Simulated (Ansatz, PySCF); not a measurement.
Reaction: CH4S (SMILES SC) → CH4S+ (parent SMILES SC, doublet) + e-
Each species at its own B3LYP-D3(BJ)/def2-TZVP minimum (Ansatz, a program for electronic structure).

Property: adiabatic ionisation energy (0 K, zero-point energies from PySCF's Hessians at B3LYP-D3(BJ)/def2-TZVP), in eV. UHF or UKS for unpaired electrons; spin-orbit terms are left out. Cores are frozen in correlated methods. Rows without X2C or -DK are non-relativistic. CBS(X,Y): correlation extrapolated as X^-3, Hartree-Fock from the larger set (Q,5: extrapolated as (X+1)exp(-9√X)). A bracket is a step between two methods taken in the basis named. Functionals run without relativity, which enters their misses. '+ core + X2C': CCSD(T) terms for core correlation (cc-pwCVTZ, 1s frozen past Ne) and scalar relativity (cc-pVTZ-DK).

Measured: 9.44 eV (CCCBDB table in ASE).

| level | program | adiabatic ionisation energy (eV) | error against that value |
|---|---|---|---|
| PBE/def2-TZVPD | Ansatz | 9.20 | -0.24 |
| wB97X-V/def2-TZVPD | Ansatz | 9.34 | -0.10 |
| MP2/cc-pV(T+d)Z | Ansatz | 9.35 | -0.09 |
| CCSD(T)/CBS(cc-pV(Q+d)Z,cc-pV(5+d)Z) + core + X2C | Ansatz | 9.46 | 0.02 |
| CCSDT(Q)/cc-pV(D+d)Z | Ansatz | 9.00 | -0.44 |
| CCSD(T)/CBS(cc-pV(Q+d)Z,cc-pV(5+d)Z) + [CCSDT(Q) - CCSD(T)]/cc-pV(D+d)Z + core + X2C | Ansatz | 9.45 | 0.01 |
